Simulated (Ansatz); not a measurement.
This geometry of B$_{2}$H$_{5}$Si (8 atoms, charge 0, multiplicity 2) is a first-order saddle point.

All numbers below come from UKS CAM-B3LYP/STO-3G in Ansatz.

```xyz
8
Properties=species:S:1:pos:R:3
B -1.524 0.509 -0.650
Si 0.130 0.540 0.199
B 1.348 -0.955 0.461
H -1.951 -0.483 -1.087
H -2.155 1.483 -0.750
H 0.677 1.763 0.738
H 1.303 -1.631 1.418
H 2.170 -1.225 -0.330
```

Question: Which two structures does it join? (They come from a converged band through this point; their orientation in space is the band's.)

Answer: No bond is made or broken. The dihedral B1–Si2–B3–H8 goes from -1 to 179°. The two ends are copies of one structure, up to a mirror image or an exchange of like atoms.

Image 0:

```xyz
8
Properties=species:S:1:pos:R:3
B -1.095 0.773 -1.067
Si 0.036 0.432 0.423
B 1.064 -1.142 0.706
H -1.223 -0.016 -1.918
H -1.687 1.776 -1.163
H 0.126 1.464 1.428
H 1.740 -1.264 1.651
H 1.039 -2.023 -0.060
```

Image 6:

```xyz
8
Properties=species:S:1:pos:R:3
B -1.099 0.771 -1.066
Si 0.036 0.432 0.423
B 1.066 -1.141 0.706
H -1.228 -0.019 -1.916
H -1.689 1.774 -1.162
H 0.127 1.464 1.426
H 1.040 -2.023 -0.059
H 1.747 -1.259 1.648
```

Question: How far does it lie above each of them?

Answer: 0.294 eV above the first and 0.294 eV above the second. This is the barrier of this one path; another mechanism may lie lower. Limits of this set-up: minimal basis.

The run took 64 s on 1 thread of Arm Neoverse V1, on a shared host, peak memory 0.1 GiB.
